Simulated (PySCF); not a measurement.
Spin-Hamiltonian simulation

Molecule: `C(#N)C1=CCC1`, C5H5N.

Geometry (Å), atoms numbered from 1 in this order:
```xyz
11

N     3.245    0.274    0.598
C     2.119    0.120    0.429
C     0.750   -0.044    0.207
C    -0.171   -0.947    0.580
C    -1.292   -0.262   -0.141
C    -0.239    0.788   -0.578
H    -0.137   -1.840    1.176
H    -2.086    0.121    0.499
H    -1.736   -0.834   -0.954
H    -0.399    1.793   -0.192
H    -0.048    0.833   -1.649
```

PySCF 2.14.0 with density-fitted response routines calculation with GFN2-xTB structure, B3LYP/pcJ-1 coupling constants (spin–dipole term only in couplings to heteroatoms) and NMR shieldings at PBE0/pcSseg-1/GIAO; non-relativistic Hamiltonian, one conformer, averaged over atoms made equivalent by symmetry, fast rotation or ring inversion, gas phase.

Referencing at the same level of theory: 1H (31.72 ppm) against TMS.

Shifts (ppm): H7 6.97, H8/H9 2.63, H10/H11 2.85.
Couplings (Hz): H7–H8, H7–H9: 2.2; H7–H10, H7–H11: -1.3; H8–H9: -19.0; H8–H10, H9–H11: 5.6; H8–H11, H9–H10: 2.5; H10–H11: -15.1.

The 5-spin Hamiltonian (Zeeman plus full scalar coupling among like nuclei) was diagonalised exactly; lines are Lorentzian, 1.0 Hz wide, and the maxima above 3 % are listed with the tallest set to 100.

Task: Give the 1H peak list of this spin system at 100 MHz.

Result: 
δ in ppm (height): 7.003 (22), 6.991 (43), 6.981 (56), 6.970 (74), 6.959 (58), 6.950 (44), 6.938 (23), 2.895 (45), 2.884 (37), 2.861 (88), 2.852 (100), 2.815 (88), 2.679 (67), 2.675 (66), 2.658 (73), 2.654 (73), 2.646 (62), 2.635 (76), 2.613 (77), 2.578 (35)

Task: And at 400 MHz?

Result: 
```csv
Hz,ppm,height
2791.4,6.979,20
2790.1,6.975,40
2789.2,6.973,51
2788.0,6.970,68
2786.9,6.967,51
2785.9,6.965,40
2784.6,6.962,20
1144.8,2.862,58
1143.5,2.859,60
1140.8,2.852,90
1139.8,2.849,100
1136.7,2.842,71
1135.5,2.839,69
1057.0,2.643,63
1054.8,2.637,70
1052.9,2.632,85
1050.7,2.627,83
1049.0,2.622,60
1046.8,2.617,53
```

Task: Among coupled protons with different shifts, which pair is furthest from first order, and how does the field change that?

Result: H8 and H10: Δν/J is about 3.9 at 100 MHz (strongly coupled) and 15.7 at 400 MHz (close to first order). J in Hz doesn't depend on the field, while Δν in Hz grows in proportion to it. The system also holds chemically equivalent protons that couple differently to a partner (AA′BB′ or AA′XX′ type), and that part stays second order at any field.

Unscaled 3J(H,H) at this level run about 10 % above measured values.
